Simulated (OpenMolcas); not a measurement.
**A ladder of methods for SiHOF (SMILES O[Si]F)**

SiHOF has 4 atoms, charge 0, and is taken as a singlet. SMILES: `O[Si]F`. The coordinates come from a GFN2-xTB relaxation.

```xyz
4

O    -0.5607    0.7358   -0.1787
Si    0.2701    0.0782    1.0294
F     0.9032   -1.2144    0.2263
H    -0.6125    0.4003   -1.0770
```

Quantity: the energy change with the Si2–F3 bond stretched from 1.648 to 2.472 Å, in eV. The values are calculated.

```csv
level,kind,program,value (eV),CPU time (all runs)
HF/STO-3G (restricted),Hartree–Fock,OpenMolcas,5.28,3.9 s
SVWN5/STO-3G (restricted),LDA,OpenMolcas,3.95,8.5 s
PBE/STO-3G (restricted),GGA,OpenMolcas,3.61,11 s
r2SCAN/STO-3G (restricted),meta-GGA,OpenMolcas,3.85,13 s
B3LYP/STO-3G (restricted),global hybrid,OpenMolcas,?,11 s
M06-2X/STO-3G (restricted),hybrid meta-GGA,OpenMolcas,4.53,11 s
PBE0/STO-3G (restricted),global hybrid,OpenMolcas,?,9.2 s
B2PLYP/STO-3G (restricted),double hybrid,OpenMolcas,4.12,8.7 s
CISD/STO-3G (restricted),coupled cluster or CI,OpenMolcas,3.82,3.6 s
FCI/STO-3G,exact in the basis,OpenMolcas,3.47,4.5 min
```

(1) Estimate what the levels marked ? give.

Answers

(1) As computed at these levels: B3LYP/STO-3G (restricted): 4.02 eV; PBE0/STO-3G (restricted): 4.17 eV. Spin-restricted single references rise too steeply as a bond breaks, Hartree–Fock most of all. The first shape isn't each level's own minimum. The values span 3.47 to 5.28 eV. All rows use very small basis sets, so even the best lies far from the true value. CPU times are rough (shared hosts, several kinds of processor): they show what a rung costs within a factor of a few.
